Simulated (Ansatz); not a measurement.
# Pulling the pair apart

The pair of H$_{2}$S (SMILES S, atoms 1–3) and C$_{2}$H$_{4}$ (SMILES C=C, atoms 4–9), both closed shells, in one local arrangement (a lower one may exist), relaxed at PBE0-D4/def2-TZVP:

S1  (-0.555, 0.313, -2.706)
H2  (-0.346, 0.178, -1.384)
H3  (0.708, -0.030, -2.998)
C4  (0.205, 0.561, 1.218)
C5  (-0.141, -0.715, 1.144)
H6  (-0.533, 1.344, 1.362)
H7  (1.239, 0.877, 1.140)
H8  (0.597, -1.497, 1.002)
H9  (-1.175, -1.031, 1.223)
(Å)

C$_{2}$H$_{4}$ is shifted rigidly along the line between the mean atom positions of the two fragments (negative: closer). Counterpoise interaction energies in kcal/mol. Program: Ansatz 0.2.0. Basis: def2-TZVPPD. Cores are frozen in the correlated methods. B3LYP uses VWN-RPA correlation.

| shift (Å) | B3LYP-D4 | r2SCAN-D4 | MP2 |
| --- | --- | --- | --- |
| -0.40 | -0.28 | -0.59 | -0.25 |
| -0.20 | -1.30 | -1.45 | -1.27 |
| 0.00 | -1.61 | -1.69 | -1.60 |
| 0.20 | -1.57 | -1.62 | -1.59 |
| 0.48 | -1.29 | -1.34 | -1.35 |
| 1.00 | -0.75 | -0.81 | -0.85 |
| 2.00 | -0.25 | -0.29 | -0.32 |
| 4.00 | -0.04 | -0.06 | -0.07 |

(1) What does CCSD(T) give at these shifts? (Judge from chemistry; the value comes from the calculation.)

No T1 diagnostic of these runs exceeds 0.011.

Results:

(1) By the calculation: 0.45, -0.77, -1.23, -1.32, -1.18, -0.76, -0.29, -0.06 kcal/mol. For zero shift, CCSD(T) at an estimated basis limit (MP2 extrapolated from triple and quadruple zeta, plus CCSD(T) − MP2 in triple zeta) gives -1.48 kcal/mol. These are counterpoise interaction energies, counted from the two frozen fragments.

For scale, one of the runs: CCSD(T)/def2-TZVPPD, 227 basis functions, launched by `ansatz run in.yaml --threads 4 --pin off --events-out ev --progress --plain --max-ram 9574MiB`. The run took 29 s on 4 CPU threads of an Intel Xeon Platinum 8488C (shared host), with 3.7 GiB of host memory at its peak.
